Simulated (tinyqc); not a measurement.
Inside a calculation (part 2 of 3). Method: UKS/LDA (VWN5) in the sto-3g basis, for H2O, spin multiplicity 3. Computed by tinyqc, a small Python program that keeps every step (integrals from PySCF). Command: `OMP_NUM_THREADS=1 python tinyqc.py 31651 31652 out.jsonl` (the two numbers bound the seeds that draw the settings). One thread of a shared host (Intel(R) Xeon(R) Processor @ 2.60GHz), about 2 s of CPU time with the checks.

Geometry (angstrom):
```
atom         x          y         z
O     0.000000   0.000000  0.000000
H     0.000000   0.882000  0.624000
H     0.000000  -0.882000  0.624000
```

## Iteration 1: diagonalisation and new density

F(alpha) (hartree), order 1O 1s, 1O 2s, 1O 2px, 1O 2py, 1O 2pz, 2H 1s, 3H 1s:
$$\begin{pmatrix}
-21.239548 & -5.219702 & 0.011777 & -0.011441 & -0.033534 & -0.898401 & -0.897131 \\
-5.219702 & -2.589016 & 0.042613 & -0.086232 & -0.136101 & -0.785191 & -0.742534 \\
0.011777 & 0.042613 & -0.778809 & -0.027333 & -0.021746 & 0.004523 & 0.011820 \\
-0.011441 & -0.086232 & -0.027333 & -0.812786 & -0.025376 & -0.326672 & 0.250316 \\
-0.033534 & -0.136101 & -0.021746 & -0.025376 & -0.797489 & -0.248454 & -0.222867 \\
-0.898401 & -0.785191 & 0.004523 & -0.326672 & -0.248454 & -0.388114 & -0.225648 \\
-0.897131 & -0.742534 & 0.011820 & 0.250316 & -0.222867 & -0.225648 & -0.280942
\end{pmatrix}$$

F(beta) (hartree), order 1O 1s, 1O 2s, 1O 2px, 1O 2py, 1O 2pz, 2H 1s, 3H 1s:
$$\begin{pmatrix}
-20.532340 & -5.132037 & 0.007385 & -0.019185 & -0.019320 & -0.882925 & -0.881357 \\
-5.132037 & -2.500712 & 0.043678 & -0.082500 & -0.125399 & -0.758010 & -0.722829 \\
0.007385 & 0.043678 & -0.688165 & 0.006214 & 0.005220 & 0.011263 & 0.011018 \\
-0.019185 & -0.082500 & 0.006214 & -0.726606 & -0.003282 & -0.307658 & 0.243098 \\
-0.019320 & -0.125399 & 0.005220 & -0.003282 & -0.712863 & -0.233851 & -0.216210 \\
-0.882925 & -0.758010 & 0.011263 & -0.307658 & -0.233851 & -0.343800 & -0.219260 \\
-0.881357 & -0.722829 & 0.011018 & 0.243098 & -0.216210 & -0.219260 & -0.263083
\end{pmatrix}$$

X, order 1O 1s, 1O 2s, 1O 2px, 1O 2py, 1O 2pz, 2H 1s, 3H 1s:
$$\begin{pmatrix}
-0.342802 & 0.000000 & 0.736520 & 0.000000 & -0.613044 & 0.000000 & 0.178940 \\
1.063888 & 0.000000 & -0.280245 & 0.000000 & -0.291654 & 0.000000 & 0.450462 \\
0.000000 & 0.000000 & 0.000000 & 1.000000 & 0.000000 & 0.000000 & 0.000000 \\
0.000000 & 0.886434 & 0.000000 & 0.000000 & 0.000000 & 0.676140 & 0.000000 \\
0.466853 & 0.000000 & 0.661182 & 0.000000 & 0.640253 & 0.000000 & 0.199856 \\
-0.670178 & -0.776515 & -0.180515 & 0.000000 & 0.148296 & 0.385925 & 0.381393 \\
-0.670178 & 0.776515 & -0.180515 & 0.000000 & 0.148296 & -0.385925 & 0.381393
\end{pmatrix}$$

Diagonalise F' = X^T F X, C = X C', fill 6 alpha and 4 beta electrons from the bottom; D(s) = C_occ C_occ^T. Each column has its largest component positive (the first on a tie).

F' = X^T F X (alpha) (hartree):
$$\begin{pmatrix}
-0.772072 & -0.054583 & 2.109645 & 0.020193 & -1.978424 & -0.027026 & 0.298918 \\
-0.054583 & 0.024354 & 0.000855 & -0.018563 & 0.018869 & -0.316337 & -0.015750 \\
2.109645 & 0.000855 & -9.502191 & -0.020596 & 8.940276 & 0.013807 & -4.273160 \\
0.020193 & -0.018563 & -0.020596 & -0.778809 & -0.031147 & -0.021297 & 0.023190 \\
-1.978424 & 0.018869 & 8.940276 & -0.031147 & -9.974349 & -0.004249 & 4.498449 \\
-0.027026 & -0.316337 & 0.013807 & -0.021297 & -0.004249 & -0.705128 & -0.076019 \\
0.298918 & -0.015750 & -4.273160 & 0.023190 & 4.498449 & -0.076019 & -3.110494
\end{pmatrix}$$

orbital energies (alpha) (hartree): MO1 -21.241818, MO2 -1.426847, MO3 -0.837464, MO4 -0.781195, MO5 -0.740340, MO6 0.046138, MO7 0.162836

coefficients C (alpha), order 1O 1s, 1O 2s, 1O 2px, 1O 2py, 1O 2pz, 2H 1s, 3H 1s:
$$\begin{pmatrix}
0.997213 & -0.247226 & 0.039636 & 0.012182 & -0.052192 & 0.079401 & 0.038928 \\
0.012424 & 1.006031 & -0.169971 & -0.060633 & 0.226438 & -0.572289 & -0.273431 \\
-0.000594 & -0.048311 & 0.563068 & 0.389749 & 0.727023 & 0.000122 & -0.012402 \\
0.000710 & 0.139141 & 0.703793 & -0.570538 & -0.220714 & -0.249397 & 0.540201 \\
0.002750 & 0.210757 & 0.314323 & 0.684179 & -0.598584 & -0.339233 & -0.142383 \\
-0.002801 & -0.006967 & 0.085878 & -0.025987 & -0.060918 & 1.089061 & -0.450800 \\
-0.002424 & -0.019715 & -0.047928 & 0.077104 & 0.013493 & 0.375004 & 1.118769
\end{pmatrix}$$

F' = X^T F X (beta) (hartree):
$$\begin{pmatrix}
-0.660579 & -0.041942 & 1.999956 & 0.031441 & -1.868960 & -0.023219 & 0.292461 \\
-0.041942 & 0.085742 & 0.007360 & 0.005318 & 0.030756 & -0.284286 & -0.019227 \\
1.999956 & 0.007360 & -9.107137 & -0.007372 & 8.662199 & 0.016973 & -4.150491 \\
0.031441 & 0.005318 & -0.007372 & -0.688165 & -0.010620 & 0.004296 & 0.030538 \\
-1.868960 & 0.030756 & 8.662199 & -0.010620 & -9.654221 & 0.011680 & 4.395162 \\
-0.023219 & -0.284286 & 0.016973 & 0.004296 & 0.011680 & -0.644682 & -0.064006 \\
0.292461 & -0.019227 & -4.150491 & 0.030538 & 4.395162 & -0.064006 & -3.014957
\end{pmatrix}$$

orbital energies (beta) (hartree): MO1 -20.536912, MO2 -1.328991, MO3 -0.734545, MO4 -0.691350, MO5 -0.682440, MO6 0.095413, MO7 0.194827

coefficients C (beta), order 1O 1s, 1O 2s, 1O 2px, 1O 2py, 1O 2pz, 2H 1s, 3H 1s:
$$\begin{pmatrix}
0.995905 & -0.250508 & 0.018691 & 0.042810 & -0.048038 & 0.087091 & 0.034080 \\
0.018080 & 0.996984 & -0.073719 & -0.190659 & 0.202278 & -0.607096 & -0.229786 \\
-0.000407 & -0.067931 & -0.020471 & 0.570947 & 0.817768 & -0.015499 & -0.001111 \\
0.001222 & 0.128394 & 0.894132 & 0.182385 & -0.097445 & -0.208389 & 0.583768 \\
0.002568 & 0.196413 & -0.254331 & 0.757853 & -0.526356 & -0.371509 & -0.110910 \\
-0.004109 & 0.006416 & 0.096382 & 0.089464 & -0.040502 & 1.042302 & -0.543789 \\
-0.003420 & -0.005348 & -0.116416 & 0.008741 & 0.000986 & 0.474065 & 1.078278
\end{pmatrix}$$

D(alpha) after iteration 1, order 1O 1s, 1O 2s, 1O 2px, 1O 2py, 1O 2pz, 2H 1s, 3H 1s:
$$\begin{pmatrix}
1.066302 & -0.301062 & 0.000483 & -0.021029 & -0.024264 & 0.091669 & 0.030568 \\
-0.301062 & 1.423608 & -0.003391 & 0.147708 & 0.175750 & -0.657117 & -0.227948 \\
0.000483 & -0.003391 & 0.999846 & 0.006699 & -0.001766 & -0.005591 & 0.013874 \\
-0.021029 & 0.147708 & 0.006699 & 0.951113 & 0.076915 & -0.183868 & -0.176970 \\
-0.024264 & 0.175750 & -0.001766 & 0.076915 & 1.084708 & -0.325243 & -0.101764 \\
0.091669 & -0.657117 & -0.005591 & -0.183868 & -0.325243 & 1.197871 & 0.401604 \\
0.030568 & -0.227948 & 0.013874 & -0.176970 & -0.101764 & 0.401604 & 0.149447
\end{pmatrix}$$

D(beta) after iteration 1, order 1O 1s, 1O 2s, 1O 2px, 1O 2py, 1O 2pz, 2H 1s, 3H 1s:
$$\begin{pmatrix}
1.056763 & -0.241285 & 0.040671 & -0.006427 & -0.018956 & -0.000068 & -0.003868 \\
-0.241285 & 1.036089 & -0.175081 & 0.027341 & 0.070125 & -0.017840 & 0.001522 \\
0.040671 & -0.175081 & 0.331014 & 0.077106 & 0.424556 & 0.048672 & 0.007738 \\
-0.006427 & 0.027341 & 0.077106 & 0.849224 & -0.063963 & 0.103314 & -0.103188 \\
-0.018956 & 0.070125 & 0.424556 & -0.063963 & 0.677609 & 0.044537 & 0.035173 \\
-0.000068 & -0.017840 & 0.048672 & 0.103314 & 0.044537 & 0.017351 & -0.010459 \\
-0.003868 & 0.001522 & 0.007738 & -0.103188 & 0.035173 & -0.010459 & 0.013669
\end{pmatrix}$$

## Iteration 2: exchange-correlation on the grid

Becke grid with 40 radial and 26 angular points per atom, points of zero weight dropped. rho = sum D_ij phi_i phi_j; V_xc,ij = sum w v_xc phi_i phi_j; v_xc is d(rho eps)/d rho(s) for spin s.

The 16 grid points with the largest w rho, of 3102 (bohr, atomic units):
```
x                  y          z         w  rho(alpha)  rho(beta)     eps_xc  v_xc(alpha)
0.000000    0.000000   0.972395  0.082549    0.320159   0.248192  -0.680538    -0.918575
0.000000    0.000000   1.129387  0.120515    0.210984   0.169152  -0.599891    -0.805887
0.000000    0.972395   0.000000  0.077610    0.294390   0.278896  -0.680627    -0.899331
0.000000    0.000000  -1.129387  0.126264    0.201204   0.138155  -0.581189    -0.790636
0.000000   -0.972395   0.000000  0.077610    0.282662   0.266230  -0.671462    -0.887733
0.000000    0.000000   0.831481  0.054726    0.442711   0.333497  -0.750782    -1.017320
-1.129387   0.000000   0.000000  0.126193    0.206372   0.127541  -0.580264    -0.794940
0.000000    0.000000  -0.972395  0.084171    0.295799   0.203940  -0.655662    -0.893290
-0.972395   0.000000   0.000000  0.084151    0.305493   0.190142  -0.656199    -0.900381
0.000000    0.831481   0.000000  0.053511    0.405867   0.372240  -0.749054    -0.994441
-0.798597   0.000000  -0.798597  0.101010    0.201236   0.199726  -0.608729    -0.799024
0.000000    1.129387   0.000000  0.104100    0.196290   0.192291  -0.602823    -0.792483
-0.687587   0.000000  -0.687587  0.067337    0.296276   0.294330  -0.686905    -0.902373
0.000000   -1.129387   0.000000  0.104100    0.195725   0.184050  -0.598619    -0.790755
0.000000   -0.831481   0.000000  0.053511    0.376905   0.354718  -0.734616    -0.972097
0.798597    0.000000   0.798597  0.099544    0.211291   0.181708  -0.605500    -0.807859
```

electrons on the grid, sum of w rho = 10.011969

E_xc = sum of w rho eps_xc = -9.14515946 hartree

V_xc(alpha) (hartree), order 1O 1s, 1O 2s, 1O 2px, 1O 2py, 1O 2pz, 2H 1s, 3H 1s:
$$\begin{pmatrix}
-2.939170 & -0.428915 & 0.000306 & -0.001074 & -0.001368 & -0.074333 & -0.074208 \\
-0.428915 & -0.841180 & 0.002598 & -0.007544 & -0.014031 & -0.270261 & -0.254008 \\
0.000306 & 0.002598 & -0.831131 & -0.000998 & -0.003673 & 0.000071 & 0.000325 \\
-0.001074 & -0.007544 & -0.000998 & -0.837416 & -0.003869 & -0.181056 & 0.156613 \\
-0.001368 & -0.014031 & -0.003673 & -0.003869 & -0.840760 & -0.130990 & -0.116322 \\
-0.074333 & -0.270261 & 0.000071 & -0.181056 & -0.130990 & -0.532871 & -0.085663 \\
-0.074208 & -0.254008 & 0.000325 & 0.156613 & -0.116322 & -0.085663 & -0.384526
\end{pmatrix}$$

V_xc(beta) (hartree), order 1O 1s, 1O 2s, 1O 2px, 1O 2py, 1O 2pz, 2H 1s, 3H 1s:
$$\begin{pmatrix}
-2.915896 & -0.414071 & 0.003577 & -0.000663 & -0.002085 & -0.071905 & -0.071868 \\
-0.414071 & -0.768777 & 0.025425 & -0.005042 & -0.020839 & -0.238913 & -0.234664 \\
0.003577 & 0.025425 & -0.734726 & -0.007511 & -0.038397 & 0.000982 & 0.003111 \\
-0.000663 & -0.005042 & -0.007511 & -0.787303 & 0.004765 & -0.154772 & 0.147869 \\
-0.002085 & -0.020839 & -0.038397 & 0.004765 & -0.769748 & -0.111857 & -0.109400 \\
-0.071905 & -0.238913 & 0.000982 & -0.154772 & -0.111857 & -0.385847 & -0.075004 \\
-0.071868 & -0.234664 & 0.003111 & 0.147869 & -0.109400 & -0.075004 & -0.342304
\end{pmatrix}$$

## Iteration 2: building the Kohn-Sham matrix

core Hamiltonian H = T + V (hartree), order 1O 1s, 1O 2s, 1O 2px, 1O 2py, 1O 2pz, 2H 1s, 3H 1s:
$$\begin{pmatrix}
-32.594835 & -7.582961 & 0.000000 & 0.000000 & -0.014075 & -1.299864 & -1.299864 \\
-7.582961 & -9.217567 & 0.000000 & 0.000000 & -0.171360 & -3.007552 & -3.007552 \\
0.000000 & 0.000000 & -7.361010 & 0.000000 & 0.000000 & 0.000000 & 0.000000 \\
0.000000 & 0.000000 & 0.000000 & -7.486324 & 0.000000 & -1.783618 & 1.783618 \\
-0.014075 & -0.171360 & 0.000000 & 0.000000 & -7.423734 & -1.307325 & -1.307325 \\
-1.299864 & -3.007552 & 0.000000 & -1.783618 & -1.307325 & -4.596767 & -1.046208 \\
-1.299864 & -3.007552 & 0.000000 & 1.783618 & -1.307325 & -1.046208 & -4.596767
\end{pmatrix}$$

nuclear repulsion = 8.13662665 hartree

Given earlier and not repeated: Two-electron integrals (ij|kl) in chemists' order.

J_ij = sum D_kl (ij|kl) with D = D(alpha) + D(beta); F = H + J + V_xc; E = tr D H + tr D J / 2 + E_xc + E_nn.

Coulomb J (hartree), order 1O 1s, 1O 2s, 1O 2px, 1O 2py, 1O 2pz, 2H 1s, 3H 1s:
$$\begin{pmatrix}
17.735041 & 3.352939 & -0.010482 & 0.008835 & 0.014919 & 0.574044 & 0.573227 \\
3.352939 & 8.325747 & -0.055425 & 0.072126 & 0.110238 & 2.740894 & 2.677628 \\
-0.010482 & -0.055425 & 8.271740 & 0.008270 & 0.040796 & -0.008133 & -0.010774 \\
0.008835 & 0.072126 & 0.008270 & 8.356679 & 0.011314 & 1.811502 & -1.708626 \\
0.014919 & 0.110238 & 0.040796 & 0.011314 & 8.325156 & 1.295158 & 1.251130 \\
0.574044 & 2.740894 & -0.008133 & 1.811502 & 1.295158 & 4.925437 & 0.950685 \\
0.573227 & 2.677628 & -0.010774 & -1.708626 & 1.251130 & 0.950685 & 4.567857
\end{pmatrix}$$

F(alpha) (hartree), order 1O 1s, 1O 2s, 1O 2px, 1O 2py, 1O 2pz, 2H 1s, 3H 1s:
$$\begin{pmatrix}
-17.798964 & -4.658937 & -0.010176 & 0.007761 & -0.000523 & -0.800154 & -0.800845 \\
-4.658937 & -1.733000 & -0.052827 & 0.064582 & -0.075152 & -0.536918 & -0.583932 \\
-0.010176 & -0.052827 & 0.079599 & 0.007272 & 0.037123 & -0.008063 & -0.010450 \\
0.007761 & 0.064582 & 0.007272 & 0.032938 & 0.007444 & -0.153172 & 0.231605 \\
-0.000523 & -0.075152 & 0.037123 & 0.007444 & 0.060662 & -0.143157 & -0.172518 \\
-0.800154 & -0.536918 & -0.008063 & -0.153172 & -0.143157 & -0.204201 & -0.181185 \\
-0.800845 & -0.583932 & -0.010450 & 0.231605 & -0.172518 & -0.181185 & -0.413436
\end{pmatrix}$$

F(beta) (hartree), order 1O 1s, 1O 2s, 1O 2px, 1O 2py, 1O 2pz, 2H 1s, 3H 1s:
$$\begin{pmatrix}
-17.775690 & -4.644093 & -0.006905 & 0.008172 & -0.001241 & -0.797725 & -0.798505 \\
-4.644093 & -1.660598 & -0.030000 & 0.067084 & -0.081960 & -0.505570 & -0.564588 \\
-0.006905 & -0.030000 & 0.176004 & 0.000759 & 0.002399 & -0.007151 & -0.007664 \\
0.008172 & 0.067084 & 0.000759 & 0.083051 & 0.016078 & -0.126888 & 0.222860 \\
-0.001241 & -0.081960 & 0.002399 & 0.016078 & 0.131674 & -0.124024 & -0.165595 \\
-0.797725 & -0.505570 & -0.007151 & -0.126888 & -0.124024 & -0.057177 & -0.170527 \\
-0.798505 & -0.564588 & -0.007664 & 0.222860 & -0.165595 & -0.170527 & -0.371214
\end{pmatrix}$$

total energy of this density = -74.03084678 hartree

## Iteration 2: DIIS over 2 matrices

error matrix X^T (FDS - SDF) X (alpha):
$$\begin{pmatrix}
0.000000 & -0.054154 & -0.007834 & -0.001758 & 0.039342 & -0.095382 & 0.044877 \\
0.054154 & 0.000000 & 0.034550 & 0.006273 & -0.107846 & 0.284861 & -0.141030 \\
0.007834 & -0.034550 & 0.000000 & -0.000214 & 0.009499 & -0.019643 & 0.008229 \\
0.001758 & -0.006273 & 0.000214 & 0.000000 & 0.001056 & -0.001801 & 0.000620 \\
-0.039342 & 0.107846 & -0.009499 & -0.001056 & 0.000000 & -0.016999 & 0.013085 \\
0.095382 & -0.284861 & 0.019643 & 0.001801 & 0.016999 & 0.000000 & -0.012333 \\
-0.044877 & 0.141030 & -0.008229 & -0.000620 & -0.013085 & 0.012333 & 0.000000
\end{pmatrix}$$

B (overlaps of the stored error matrices):
$$\begin{pmatrix}
2.1126169e+02 & 7.5561384e-01 \\
7.5561384e-01 & 6.6601776e-01
\end{pmatrix}$$

Minimise |sum c_i e_i|^2 with sum c_i = 1: solve [B -1; -1 0][c; lambda] = [0; -1] with B_ij = tr e_i^T e_j summed over both spins, and take F = sum c_i F_i.

DIIS coefficients: [-0.000426, 1.000426]

extrapolated F(alpha) (hartree), order 1O 1s, 1O 2s, 1O 2px, 1O 2py, 1O 2pz, 2H 1s, 3H 1s:
$$\begin{pmatrix}
-17.797499 & -4.658698 & -0.010185 & 0.007769 & -0.000509 & -0.800112 & -0.800804 \\
-4.658698 & -1.732636 & -0.052868 & 0.064646 & -0.075126 & -0.536812 & -0.583864 \\
-0.010185 & -0.052868 & 0.079965 & 0.007287 & 0.037148 & -0.008068 & -0.010459 \\
0.007769 & 0.064646 & 0.007287 & 0.033298 & 0.007458 & -0.153099 & 0.231597 \\
-0.000509 & -0.075126 & 0.037148 & 0.007458 & 0.061028 & -0.143112 & -0.172496 \\
-0.800112 & -0.536812 & -0.008068 & -0.153099 & -0.143112 & -0.204123 & -0.181166 \\
-0.800804 & -0.583864 & -0.010459 & 0.231597 & -0.172496 & -0.181166 & -0.413492
\end{pmatrix}$$

extrapolated F(beta) (hartree), order 1O 1s, 1O 2s, 1O 2px, 1O 2py, 1O 2pz, 2H 1s, 3H 1s:
$$\begin{pmatrix}
-17.774516 & -4.643886 & -0.006911 & 0.008184 & -0.001233 & -0.797689 & -0.798469 \\
-4.643886 & -1.660240 & -0.030031 & 0.067147 & -0.081942 & -0.505463 & -0.564520 \\
-0.006911 & -0.030031 & 0.176372 & 0.000756 & 0.002397 & -0.007159 & -0.007672 \\
0.008184 & 0.067147 & 0.000756 & 0.083396 & 0.016087 & -0.126811 & 0.222851 \\
-0.001233 & -0.081942 & 0.002397 & 0.016087 & 0.132034 & -0.123977 & -0.165574 \\
-0.797689 & -0.505463 & -0.007159 & -0.126811 & -0.123977 & -0.057055 & -0.170507 \\
-0.798469 & -0.564520 & -0.007672 & 0.222851 & -0.165574 & -0.170507 & -0.371260
\end{pmatrix}$$

## Iteration 2: diagonalisation and new density

As before.

F' = X^T F X (alpha) (hartree):
$$\begin{pmatrix}
-0.095772 & 0.074675 & 1.631659 & -0.022995 & -1.413591 & -0.018144 & 0.589226 \\
0.074675 & 0.401830 & 0.004928 & 0.004603 & -0.034116 & 0.166834 & -0.028215 \\
1.631659 & 0.004928 & -7.457626 & 0.035220 & 7.815733 & -0.026607 & -3.636922 \\
-0.022995 & 0.004603 & 0.035220 & 0.079965 & 0.042700 & 0.005850 & -0.025279 \\
-1.413591 & -0.034116 & 7.815733 & 0.042700 & -8.142000 & 0.008914 & 3.939929 \\
-0.018144 & 0.166834 & -0.026607 & 0.005850 & 0.008914 & -0.223563 & 0.083191 \\
0.589226 & -0.028215 & -3.636922 & -0.025279 & 3.939929 & 0.083191 & -2.477847
\end{pmatrix}$$

orbital energies (alpha) (hartree): MO1 -17.811052, MO2 -0.650431, MO3 -0.259396, MO4 -0.075706, MO5 0.097470, MO6 0.316954, MO7 0.467147

coefficients C (alpha), order 1O 1s, 1O 2s, 1O 2px, 1O 2py, 1O 2pz, 2H 1s, 3H 1s:
$$\begin{pmatrix}
0.992365 & -0.210877 & 0.082827 & -0.125982 & 0.058692 & -0.097165 & -0.054240 \\
0.032973 & 0.713434 & -0.344717 & 0.619321 & -0.276235 & 0.567029 & 0.296786 \\
0.000650 & 0.051641 & -0.038469 & 0.298519 & 0.951166 & 0.043955 & 0.009494 \\
-0.000619 & -0.098842 & -0.395967 & -0.192120 & 0.057482 & -0.374002 & 0.946719 \\
0.002824 & 0.097817 & 0.037528 & -0.565409 & 0.132603 & 0.837809 & 0.234097 \\
-0.006762 & 0.146433 & -0.471012 & -0.450905 & 0.141230 & -0.386664 & -0.885991 \\
-0.007115 & 0.371028 & 0.634363 & -0.358935 & 0.149267 & -0.754133 & 0.375676
\end{pmatrix}$$

F' = X^T F X (beta) (hartree):
$$\begin{pmatrix}
-0.004807 & 0.110293 & 1.644701 & -0.018523 & -1.432219 & -0.041663 & 0.578164 \\
0.110293 & 0.494254 & 0.017815 & 0.000272 & -0.043168 & 0.140112 & -0.056846 \\
1.644701 & 0.017815 & -7.408219 & 0.007589 & 7.838697 & -0.030619 & -3.648545 \\
-0.018523 & 0.000272 & 0.007589 & 0.176372 & 0.012331 & 0.000709 & -0.019942 \\
-1.432219 & -0.043168 & 7.838697 & 0.012331 & -8.085357 & 0.021388 & 3.946365 \\
-0.041663 & 0.140112 & -0.030619 & 0.000709 & 0.021388 & -0.157358 & 0.108158 \\
0.578164 & -0.056846 & -3.648545 & -0.019942 & 3.946365 & 0.108158 & -2.405799
\end{pmatrix}$$

orbital energies (beta) (hartree): MO1 -17.787459, MO2 -0.589790, MO3 -0.186330, MO4 0.031932, MO5 0.178420, MO6 0.382675, MO7 0.579639

coefficients C (beta), order 1O 1s, 1O 2s, 1O 2px, 1O 2py, 1O 2pz, 2H 1s, 3H 1s:
$$\begin{pmatrix}
0.992558 & -0.205744 & 0.109971 & 0.122652 & 0.017119 & 0.089337 & 0.070020 \\
0.032169 & 0.694535 & -0.465840 & -0.601783 & -0.071306 & -0.524241 & -0.394837 \\
0.000430 & 0.030309 & -0.029973 & -0.091370 & 0.994456 & 0.027300 & 0.012131 \\
-0.000647 & -0.109911 & -0.403242 & 0.279603 & 0.012747 & 0.526025 & -0.844513 \\
0.002800 & 0.108255 & 0.055976 & 0.608092 & 0.079634 & -0.780276 & -0.324302 \\
-0.006555 & 0.116417 & -0.386496 & 0.445396 & 0.006537 & 0.261085 & 0.985662 \\
-0.006940 & 0.407787 & 0.645817 & 0.326936 & 0.018228 & 0.801950 & -0.259482
\end{pmatrix}$$

D(alpha) after iteration 2, order 1O 1s, 1O 2s, 1O 2px, 1O 2py, 1O 2pz, 2H 1s, 3H 1s:
$$\begin{pmatrix}
1.064875 & -0.295609 & 0.000515 & 0.051350 & -0.017109 & 0.026064 & 0.094497 \\
-0.295609 & 1.410290 & -0.002818 & -0.280973 & 0.145205 & -0.270904 & -0.645350 \\
0.000515 & -0.002818 & 0.999910 & -0.008988 & -0.002222 & 0.008411 & -0.003567 \\
0.051350 & -0.280973 & -0.008988 & 0.346652 & -0.221624 & 0.411395 & 0.071731 \\
-0.017109 & 0.145205 & -0.002222 & -0.221624 & 1.050179 & -0.053649 & -0.349002 \\
0.026064 & -0.270904 & 0.008411 & 0.411395 & -0.053649 & 0.616111 & 0.230109 \\
0.094497 & -0.645350 & -0.003567 & 0.071731 & -0.349002 & 0.230109 & 1.259959
\end{pmatrix}$$

D(beta) after iteration 2, order 1O 1s, 1O 2s, 1O 2px, 1O 2py, 1O 2pz, 2H 1s, 3H 1s:
$$\begin{pmatrix}
1.054640 & -0.236005 & -0.020312 & 0.011921 & 0.061246 & -0.018332 & 0.020333 \\
-0.236005 & 1.062563 & 0.090012 & -0.056772 & -0.316739 & -0.007342 & -0.214593 \\
-0.020312 & 0.090012 & 0.010166 & -0.016792 & -0.053957 & -0.025586 & -0.036873 \\
0.011921 & -0.056772 & -0.016792 & 0.252862 & 0.135553 & 0.267594 & -0.213824 \\
0.061246 & -0.316739 & -0.053957 & 0.135553 & 0.384637 & 0.261792 & 0.279083 \\
-0.018332 & -0.007342 & -0.025586 & 0.267594 & 0.261792 & 0.361353 & -0.056471 \\
0.020333 & -0.214593 & -0.036873 & -0.213824 & 0.279083 & -0.056471 & 0.690305
\end{pmatrix}$$
